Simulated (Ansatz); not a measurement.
Ansatz (a first-principles code) input:

Ansatz 0.2 input:
```yaml
crystal:
  periodic: [false, false, false]
  atoms:
    - {symbol: C, position_ang: [-0.00084066, 0.06417934, -1.20111192]}
    - {symbol: Si, position_ang: [0.00020234, 0.04776781, 0.68085373]}
    - {symbol: H, position_ang: [0.00228281, -0.95744935, -1.59188620]}
    - {symbol: H, position_ang: [-0.88652208, 0.57124442, -1.58638550]}
    - {symbol: H, position_ang: [0.88111184, 0.57700419, -1.58731491]}
    - {symbol: H, position_ang: [-1.21072394, -0.62626610, 1.22079099]}
    - {symbol: H, position_ang: [1.21606260, -0.61835849, 1.21951500]}
basis:
  gaussian:
    orbitals: def2-TZVPD
hamiltonian:
  xc: {name: PBE-QIDH}
magnetization: {spin_polarized: true, initial_magnetization: 1}
correlation: {electrons: outside_noble_gas}
```

Which total energy does the run end on?

-330.30564 Eh (PBE-QIDH/def2-TZVPD). The basis has 125 functions.

It need not be the lowest isomer of its formula.
